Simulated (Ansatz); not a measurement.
Reaction (SMILES): [OH] (OH) → [OH-] (an electron is taken up)
B3LYP-D3(BJ)/def2-TZVP geometries, fixed; electronic energies without zero-point terms; positive where energy is released.

The adiabatic electron affinity at MP2 with Ansatz (an electronic-structure program), in eV, split into its Hartree-Fock and correlation parts. Cores are frozen. Open shells are unrestricted. No added dispersion term, no relativity. Functions are those of the species that has most. These sets lack the diffuse functions that anions need.

```csv
basis,X,functions,Hartree-Fock,MP2
cc-pVDZ,2,19,-1.709,-0.470
cc-pVTZ,3,44,-0.989,0.781
cc-pVQZ,4,85,-0.662,1.379
cc-pV5Z,5,146,-0.409,1.832
```

Worked estimate of the basis-set limit from each neighbouring pair, with Hartree-Fock from the larger set and the correlation part extrapolated as X^-3.
Correlation parts: X = 2: 1.239, X = 3: 1.770, X = 4: 2.041, X = 5: 2.241.
- (2,3): (27·(1.770) - 8·(1.239))/19 = 1.994; with Hartree-Fock -0.989 the estimate is 1.005 eV.
- (3,4): (64·(2.041) - 27·(1.770))/37 = 2.239; with Hartree-Fock -0.662 the estimate is 1.577 eV.
- (4,5): (125·(2.241) - 64·(2.041))/61 = 2.451; with Hartree-Fock -0.409 the estimate is 2.042 eV.
The last two estimates differ by 0.465 eV; the largest set lies 0.210 from the last. Over the last step Hartree-Fock moves by 0.253 and the correlation part by 0.200.
